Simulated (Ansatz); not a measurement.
# C2H4OS (thioacetic acid): from total energies to a heat of formation

C2H4OS has 8 atoms, charge 0, and is taken as a singlet. SMILES: `CC(=O)S`. The coordinates come from a PBE0-D4/def2-TZVP relaxation. This is one conformer, not always the lowest.

Total energies at SVWN5/def2-SVP (Ansatz 0.2.0); the atoms run unrestricted:

| species | state | energy (Eh) |
| --- | --- | --- |
| C2H4OS | singlet | -549.168866 |
| C | triplet | -37.421645 |
| O | triplet | -74.429220 |
| S | triplet | -396.587103 |
| H | doublet | -0.477468 |

Harmonic wavenumbers at PBE0-D4/def2-TZVP, in cm⁻¹: 50, 318, 382, 454, 534, 636, 845, 1007, 1024, 1147, 1378, 1454, 1467, 1821, 2718, 3063, 3140, 3173.

Measured heats of formation of the gaseous atoms at 298.15 K, in kJ/mol: C 716.9, O 249.2, S 277.0, H 218.0. Spin-orbit lowering of the atoms at 298 K (mean of the ground term's levels less their thermal mean, from spectra), in kJ/mol: C 0.02, O 0.40, S 1.88. Take 1 Eh = 2625.50 kJ/mol, 1 cm⁻¹ = 0.0119627 kJ/mol, RT = 2.479 kJ/mol.

Work out the heat of formation of the gas at 298 K.


1. Electronic atomisation energy: 2 × (-37.421645) + (-74.429220) + (-396.587103) + 4 × (-0.477468) − (-549.168866) = 1.399381 Eh = 3674.1 kJ/mol.
2. Zero-point energy: half the sum of the wavenumbers, 12305.5 cm⁻¹ = 147.2 kJ/mol.
3. Thermal vibrational enthalpy, Σ hcν̃/(exp(hcν̃/kT) − 1): 6.1 kJ/mol. Translation, rotation and pV of a non-linear molecule: 4 RT = 9.9 kJ/mol.
4. The 8 free atoms carry 5/2 RT each: 49.6 kJ/mol.
5. Spin-orbit coupling lowers the free atoms by 2 × 0.02 + 0.40 + 1.88 = 2.3 kJ/mol.
6. Atomisation enthalpy at 298 K: 3674.1 − 2.3 − 147.2 − 6.1 − 9.9 + 49.6 = 3558.2 kJ/mol.
7. Sum of the atoms' heats of formation: 2832.0 kJ/mol. Heat of formation: 2832.0 − 3558.2 = -726.2 kJ/mol.

The tabulated value is -175.1 kJ/mol (CRC Handbook of Chemistry and Physics), so this level is off by -551.1 kJ/mol, or 18.3 % of the atomisation enthalpy. The LDA overbinds, which puts heats of formation too low. Anharmonicity and any spin-orbit splitting of the molecule are left out.
